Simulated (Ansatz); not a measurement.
Ideal-gas functions of `PBS` at 400 K and 1 bar, from an Ansatz frequency run at PBE0-D4/def2-TZVP.

Molar mass 77.88 g/mol, point group C1 (symmetry number 1), electronic degeneracy 1, moments of inertia 15.525, 178.2, 190.645 u Å². Harmonic wavenumbers (cm⁻¹, unscaled): 202, 231, 404, 556, 616, 726, 812, 846, 925, 1085, 1123, 2428, 2446, 2643, 2686.

Use S(trans) = R[1.5 ln M + 2.5 ln T − 1.1517]; rotational temperatures θ = 24.2544 K / I; S(rot) = R[ln(√π/σ · √(T³/θAθBθC)) + 1.5]; for each mode x = 1.438777 ν̃/T, S = R[x/(eˣ − 1) − ln(1 − e⁻ˣ)] and H = RT x/(eˣ − 1); 1 cm⁻¹ = 0.0119627 kJ/mol; R = 8.31446 J/(mol·K).

Problem. By hand: the entropy, in J/(mol·K).

Solution. Translation 169.3. Rotation: θ = 1.5623, 0.1361, 0.1272 K, giving 107.0. Vibration, mode by mode: 11.15, 10.09, 5.90, 3.81, 3.22, 2.35, 1.84, 1.67, 1.33, 0.84, 0.75, 0.01, 0.01, 0.01, 0.01, in all 43.0. Electronic 0.0. Sum 319.3 J/(mol·K).

Problem. By hand: H − E and G − E in kJ/mol, counted from the electronic energy.

Solution. Zero-point energy ½ × 17729 × 0.0119627 = 106.0; thermal vibration 10.5; translation, rotation and pV give 4 RT = 13.3. H − E = 129.8 kJ/mol, and G − E = 129.8 − 400 × 319.3/1000 = 2.1 kJ/mol.

Vibration gives 13 % of the entropy. The sum counts one conformer and one mirror image; others add a mixing term.
